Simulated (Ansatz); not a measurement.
System: 1T (CdI2-type) PtS2. Method: PBEsol (Ansatz, a first-principles code, PAW).

Run with plane-wave cutoff 520 eV, 12×12×8 k mesh (along the axes of the cell as run), Fermi–Dirac smearing 0.01 eV, scalar-relativistic PAW data made under PBE.

Properties against volume:

Shape and atoms are relaxed at each volume.

```json
[
 {"V (Å³/atom)": "16.847", "P (GPa)": "1.24", "c (Å)": "4.577", "a (Å)": "3.571"},
 {"V (Å³/atom)": "17.198", "P (GPa)": "0.51", "c (Å)": "4.669", "a (Å)": "3.572"},
 {"V (Å³/atom)": "17.549", "P (GPa)": "0.00", "c (Å)": "4.765", "a (Å)": "3.572"},
 {"V (Å³/atom)": "17.900", "P (GPa)": "-0.32", "c (Å)": "4.865", "a (Å)": "3.570"},
 {"V (Å³/atom)": "18.251", "P (GPa)": "-0.50", "c (Å)": "4.969", "a (Å)": "3.567"}
]
```

Note: the cell comes from a level without a dispersion term, which matters for the spacing of layers, chains or molecules; the bulk modulus comes from volumes at which shape and atoms were relaxed.
